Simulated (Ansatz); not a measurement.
Relaxation of AlFH₄O (7 atoms, charge 0, multiplicity 1), to a largest force component of 0.03 eV/Å in at most 50 steps.

Level of theory: RKS BHLYP-D4/def2-SVP in Ansatz.

```xyz
7
Properties=species:S:1:pos:R:3
Al 0.024 -0.408 -0.493
F -0.009 -0.113 2.372
H 1.403 0.287 -0.736
H -1.377 0.126 -0.956
O 0.107 -1.989 0.258
H -0.612 -2.613 0.252
H 0.144 -1.010 2.229
```

Where does it end, and by what steps?

The forces met the threshold. After 17 steps the energy has fallen by 1.365 eV; H7 moved furthest, 1.09 Å. Parted: F2–H7 (0.92 → 2.28 Å). Joined: Al1–F2 (2.88 → 1.69 Å), O5–H7 (2.20 → 0.96 Å).

| step | energy less start (eV) | largest force component (eV/Å) | accepted |
| --- | --- | --- | --- |
| 0 | 0.0000 | 0.876 | yes |
| 1 | -0.1731 | 0.517 | yes |
| 2 | -0.3488 | 0.837 | yes |
| 3 | -0.4321 | 1.020 | yes |
| 4 | -0.4579 | 0.527 | yes |
| 5 | -0.4807 | 0.262 | yes |
| 6 | -0.4919 | 0.303 | yes |
| 7 | -0.5092 | 0.588 | yes |
| 8 | -0.5773 | 2.168 | yes |
| 9 | -0.7953 | 1.995 | yes |
| 10 | -1.1116 | 2.241 | yes |
| 11 | -0.6953 | 9.070 | no |
| 12 | -1.2596 | 1.128 | yes |
| 13 | -1.3338 | 0.377 | yes |
| 14 | -1.3599 | 0.104 | yes |
| 15 | -1.3611 | 0.147 | yes |
| 16 | -1.3651 | 0.034 | yes |
| 17 | -1.3653 | 0.012 | yes |

```xyz
7
Properties=species:S:1:pos:R:3
Al 0.050 -0.021 0.059
F -0.029 0.384 1.696
H 1.428 0.262 -0.643
H -1.326 -0.002 -0.719
O 0.097 -1.939 0.620
H -0.610 -2.518 0.333
H 0.070 -1.888 1.582
```

Whether the end is a true minimum wasn't checked by a vibrational analysis.

The run took 36 s on 1 thread of Arm Neoverse V2 (shared host), peak memory 0.13 GiB.
